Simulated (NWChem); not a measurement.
**CClF2 (chlorodifluoromethyl radical): UPBE0/def2-SVP**

Aim: a structure relaxation of CClF2 (chlorodifluoromethyl radical). 

The calculation is run with NWChem 7.3.0.

3 further runs of the same task are left out: 3 set aside as unsound or not needed.

## (1) The molecule

The species is CClF2 (4 atoms), meant as a doublet with charge 0. SMILES: `F[C](F)Cl`. The shape is that of a PBE0-D4/def2-TZVP optimisation. The run starts from this shape.

Bond lengths: F1–C2 1.315 Å, C2–F3 1.315 Å, C2–Cl4 1.719 Å. Angles: F1–C2–F3 110.6°, F1–C2–Cl4 114.1°, F3–C2–Cl4 114.1°.

## (2) A structure relaxation at UPBE0/def2-SVP

File cclf2.nw:

```
start cclf2
memory stack 880 mb heap 220 mb global 1100 mb

geometry
   F        0.026200       0.169300       1.294600
   C       -0.230600      -0.190200       0.056400
   F        0.573000      -1.160700      -0.318600
   Cl      -0.313000       1.121200      -1.052700
end

basis spherical bse
   * library def2-SVP
end

dft
   xc pbe0
   mult 2
   grid fine
   convergence energy 1e-08
   maxiter 100
   mulliken
   noprint "final vectors analysis"
end

driver
   tight
   maxiter 40
end

task dft optimize
```

On the command line:

```bash
$ nwchem cclf2.nw > cclf2.out
```

**Question.** What will come out? Wanted: total energy at the end; dipole moment; ⟨S²⟩.

Answer, from the run:

At UPBE0/def2-SVP:

| quantity | value |
| --- | --- |
| total energy at the end | -697.20972 Eh |
| dipole moment | 0.24 D |
| ⟨S²⟩ | 0.752 |

**Reading.** At the final geometry: Bond lengths: F1–C2 1.311 Å, C2–F3 1.311 Å, C2–Cl4 1.729 Å. Angles: F1–C2–F3 110.8°, F1–C2–Cl4 113.9°, F3–C2–Cl4 113.9°. The optimisation took 7 steps and changed the energy by -0.001 eV.
